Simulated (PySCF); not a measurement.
# Bonding in [S4]2-

Compound: [S4]2- (charge -2).
Geometry (PBE0-D3(BJ)/def2-SVP, Å), atoms numbered from 1 in this order:
```
atom  x, y, z in Å
S1    -1.5276    0.9392    1.7901
S2     0.3680    0.7326    0.9332
S3     0.4455    0.1777   -1.1457
S4     0.7142   -1.8495   -1.5776
```

Bond orders from the PBE0/pcSseg-1 density (PySCF). Whether so highly charged an anion holds all its electrons in the gas phase wasn't checked; a finite basis holds them in any case. No counter-ion or solvent screens the charge of this multiply charged ion. The pcSseg-1 basis has no diffuse functions, a weakness for an anion. The HOMO energy is positive at this level (+3.92 eV), so the outermost electrons may be held by the finite basis alone.

Q: Set the Mayer orders of the bonds beside their lengths.

A: 
| bond | length (Å) | Mayer order |
| --- | --- | --- |
| S1–S2 | 2.090 | 1.025 |
| S2–S3 | 2.153 | 0.860 |
| S3–S4 | 2.090 | 1.026 |

By pair of heavy elements: S–S: lowest S2–S3 (0.860, 2.153 Å), highest S3–S4 and S1–S2 (1.026, 2.090 Å). Bonds named together lie within 0.004.

Q: Sum the orders of all bonds at each heavy atom with more than one neighbour.

A: S2 1.885, S3 1.886. Orders between atoms that aren't bonded are not in these sums.

For a closed shell the Mayer order of atoms A and B is Σ (PS)μν (PS)νμ over the basis functions μ on A and ν on B, with P the density and S the overlap matrix.
